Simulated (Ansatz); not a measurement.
Input file:

```yaml
crystal:
  periodic: [false, false, false]
  atoms:
    - {symbol: N, position_ang: [0.000000, 0.093904, 1.661900]}
    - {symbol: Ga, position_ang: [0.000000, -0.039184, -0.318801]}
    - {symbol: H, position_ang: [0.000000, 1.405604, -1.041722]}
basis:
  gaussian: {orbitals: cc-pVDZ}
total_charge: 1
magnetization: {spin_polarized: false, initial_magnetization: 2}
correlation: {method: ccsdt_q, electrons: outside_noble_gas}
```

```sh
$ ansatz run in.yaml --threads 1 --pin off --events-out ev --progress --plain --max-ram 2393MiB
```

The program prints:

```
888 factors; integrals over basis functions are off by at most 1.8e-7 eV
mean field evaluation 1: about -53810.5701 eV, gradient 4.1e1 eV
mean field evaluation 2: about -53810.5751 eV, gradient 4.1e1 eV
mean field evaluation 4: about -53818.0743 eV, gradient 1.4e1 eV
mean field evaluation 8: about -53819.7850 eV, gradient 1.8e0 eV
mean field evaluation 16: about -53810.5987 eV, gradient 4.1e1 eV
mean field evaluation 32: about -53817.7612 eV, gradient 2.5e-4 eV
mean field evaluation 64: about -53816.9246 eV, gradient 1.2e-6 eV
mean field evaluation 96: about -53814.5125 eV, gradient 7.7e0 eV
mean field evaluation 128: about -53817.7100 eV, gradient 4.6e-1 eV
mean field evaluation 160: about -53816.9246 eV, gradient 5.3e-3 eV
...
cycle  26  -5.35516392 eV  change   -8.6e-6 eV  update   8.8e-6
cycle  27  -5.35517166 eV  change   -7.7e-6 eV  update   6.9e-6
cycle  28  -5.35517481 eV  change   -3.2e-6 eV  update   5.4e-6
cycle  29  -5.35517494 eV  change   -1.3e-7 eV  update   4.0e-6
cycle  30  -5.35517588 eV  change   -9.4e-7 eV  update   3.0e-6
cycle  31  -5.35517756 eV  change   -1.7e-6 eV  update   2.1e-6
cycle  32  -5.35518034 eV  change   -2.8e-6 eV  update   1.4e-6
cycle  33  -5.35518130 eV  change   -9.6e-7 eV  update   8.2e-7
cycle  34  -5.35518175 eV  change   -4.5e-7 eV  update   4.5e-7
cycle  35  -5.35518191 eV  change   -1.6e-7 eV  update   3.1e-7
perturbative correction -0.01756522 eV, -0.0006455100 hartree
Total energy: -53825.20388512 eV, -1978.0397587444 hartree
```

Ran on 1 thread of Arm Neoverse V2, shared host: 18 s wall, 0.22 GiB peak host memory.
